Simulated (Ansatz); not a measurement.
Consider the deprotonation: `CCO` → `CC[O-]` + H⁺.

Calculated with Ansatz (gas phase, PBE0-D4/def2-TZVP geometries, no zero-point term in ΔE). CCSD(T)/CBS adds triple-zeta CCSD(T) − MP2 to the extrapolated MP2 energy (def2 sets, frozen cores). This one scheme is used for every species, atoms too. DFT in def2-TZVPP. HSE06 is defined as in plane-wave codes. Anions take the def2 sets with diffuse functions and neutrals don't, so finite-basis rows favour the anion. One conformer a species, not always the lowest.

Task: Is it downhill or uphill in electronic energy at CCSD(T)/CBS, and by how much? (Best estimate.)

Result: Ansatz gave: Uphill: ΔE = +1627.7 kJ/mol.

Task: What do these levels give: LDA (SPW92), HSE06-D4, RPA@PBE/def2-TZVPP, CCSD/def2-SVP, MP2/def2-TZVPP, SCS-MP2/def2-QZVPP? (Best estimate.)

Result: Ansatz gave: LDA (SPW92) 1563.8, HSE06-D4 1615.8, RPA@PBE/def2-TZVPP 1623.4, CCSD/def2-SVP 1539.7, MP2/def2-TZVPP 1604.2, SCS-MP2/def2-QZVPP 1624.7 kJ/mol.

Largest T1 diagnostic among the species: 0.018.

From BLYP to BHLYP (50 % exact exchange), in def2-TZVPP and without D4, ΔE moves by +49.7 kJ/mol. At CCSD(T), def2-SVP lies −105.1 kJ/mol from the extrapolated value and def2-TZVPP −12.4 kJ/mol. Leaving LDA and LC-ωPBE aside and taking each functional with its dispersion term where it has one, the values, not all of them listed here, spread over 52.0 kJ/mol, from BLYP-D4 to BHLYP-D4. LDA lies −24.3 kJ/mol from PBE without D4.
